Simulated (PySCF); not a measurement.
DMSO cation (C2H6OS), SMILES CS(C)=O (connectivity only; charge and spin as stated), charge +1, multiplicity 2.

Coordinates come from a B3LYP-D3(BJ)/def2-SVP optimisation. The spin state was assumed, not searched.

The numbers are results of PySCF with TDA-PBE/def2-SVPD, not measurements.

Vertical excitations. Gas-phase values at a fixed geometry.

Question: Give excitation energies, oscillator strengths and character. (The exact figures need the calculation; the answer reports its results.)

Answer: 
| state | energy (eV) | λ (nm) | f | main pairs |
|---|---|---|---|---|
| root 1 | 1.82 | 681 | 0.002 | β HOMO→LUMO 100 % |
| root 2 | 3.94 | 314 | 0.018 | β HOMO−1→LUMO 87 % |
| root 3 | 4.14 | 299 | 0.000 | β HOMO−2→LUMO 100 % |
| root 4 | 4.69 | 264 | 0.012 | β HOMO−3→LUMO 91 % |
| root 5 | 4.75 | 261 | 0.008 | β HOMO−4→LUMO 99 % |
| root 6 | 5.92 | 209 | 0.002 | β HOMO−5→LUMO 96 % |
| root 7 | 6.09 | 203 | 0.012 | β HOMO−7→LUMO 98 % |
| root 8 | 6.16 | 201 | 0.014 | α HOMO→LUMO 13 %, β HOMO−6→LUMO 81 % |
| root 9 | 6.41 | 193 | 0.010 | α HOMO→LUMO 84 %, β HOMO−6→LUMO 11 % |
| root 10 | 6.90 | 180 | 0.000 | α HOMO−1→LUMO 46 %, β HOMO→LUMO+1 52 % |
Unrestricted roots are not spin-pure.
